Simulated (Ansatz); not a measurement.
For wurtzite ZnS (high-temperature phase), PBE (PAW; Ansatz, a program for electronic structure) gives:

- equilibrium lattice constant a: 3.845 Å
- lattice parameter c: 6.305 Å
- bulk modulus: 69.1 GPa
- cohesive energy: 2.90 eV/atom

Question: What does r²SCAN-D4 (Ansatz, PAW) give for the same quantities?

Answer: 
- lattice constant a: 3.791 Å (drops by 1.4 %)
- lattice parameter c: 6.223 Å (decreases by 1.3 %)
- bulk modulus: 80.4 GPa (grows by 16 %)
- cohesive energy: 3.31 eV/atom (increases by 0.41 eV/atom)

For comparison: lattice constant a 3.823 Å (measured, temperature not stated, not corrected to a static lattice, our sources range from 3.811 to 3.823; as tabulated in Kisi, Elcombe, Acta Cryst. C 45, 1867 (1989), by the Crystallography Open …); lattice parameter c 6.261 Å (measured, temperature not stated, not corrected to a static lattice, our sources range from 6.234 to 6.261; as tabulated in Kisi, Elcombe, Acta Cryst. C 45, 1867 (1989), by the Crystallography Open …); bulk modulus 80 GPa (measured, room temperature, no zero-point or thermal correction, our sources range from 76.0 to 80.0; as tabulated in Isothermal phase behavior of Ag3SbS3, ZnGeP2, and ZnS (abstract)).

Changes are worked out from the printed values.

Unless a cell is named, each level is at its own relaxed cell (PBE 20.18, r²SCAN-D4 19.36 Å³/atom).

Ansatz's density-functional and Hartree–Fock values are scalar-relativistic unless marked +SOC, with PAW data made under PBE.
